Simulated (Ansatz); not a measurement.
# SiCl₂ (SMILES Cl[Si]Cl): one structure at several levels

The task here is to estimate one member of a computed series from the others.

Program: Ansatz 0.2.0, Gaussian basis. Level of theory: single points in def2-TZVPP. These are calculated values, not measurements.

Cores are frozen in the correlated methods.

1 further run of the same task is left out (it didn't finish).

**The system as given**

SMILES `Cl[Si]Cl`, 3 atoms, charge 0, spin multiplicity 1.

Atoms are counted from 1 here; the program's logs count them from 0.

Bond lengths: Cl1–Si2 2.265 Å, Si2–Cl3 2.251 Å. Angles: Cl1–Si2–Cl3 106.8°.

As a file:

```
Cl    0.38770    1.80245    0.39886
Si   -0.75592    0.06260   -0.49355
Cl    0.37142   -1.80684    0.05708
```

The first run:

run/in.yaml

```yaml
crystal:
  periodic: [false, false, false]
  atoms:
    - {symbol: Cl, position_ang: [0.387701, 1.802451, 0.398855]}
    - {symbol: Si, position_ang: [-0.755923, 0.062596, -0.493546]}
    - {symbol: Cl, position_ang: [0.371418, -1.806839, 0.057077]}
basis:
  gaussian: {orbitals: def2-TZVPP}
hamiltonian: {xc: pbe, dispersion: d4}
output: {forces: true}
```

Launch:

```console
> ansatz run in.yaml --threads 2 --pin off --events-out ev --progress --plain --max-ram 3481MiB
```

Steps of the session up to this table: PBE-D4/def2-TZVPP; r2SCAN-D4/def2-TZVPP; PBE0-D4/def2-TZVPP; wB97M-V/def2-TZVPP; CCSD(T)/def2-TZVPP.

One table of the session follows, with a row left open; its other results are not shown here.

```
   method  RMS force component (eV/Å)  angle to CCSD(T) forces (°)  dipole (D)
   PBE-D4                       1.026                          0.3        1.73
r2SCAN-D4                       1.155                          0.4        1.76
  PBE0-D4                           ?                            ?           ?
  wB97M-V                       1.228                          0.5        2.17
  CCSD(T)                       1.248                    reference        1.92
```

**Question.** Estimate the row for PBE0-D4.

The run gave: RMS force component (eV/Å): 1.224; angle to CCSD(T) forces (°): 0.0; dipole (D): 1.93. In the column «RMS force component (eV/Å)» it lies between r2SCAN-D4 (1.155) and wB97M-V (1.228).

Caveats from the session: CCSD(T) in triple zeta still lacks some correlation energy of the bonds, so part of these gaps is its own basis error and they don't rank the functionals.
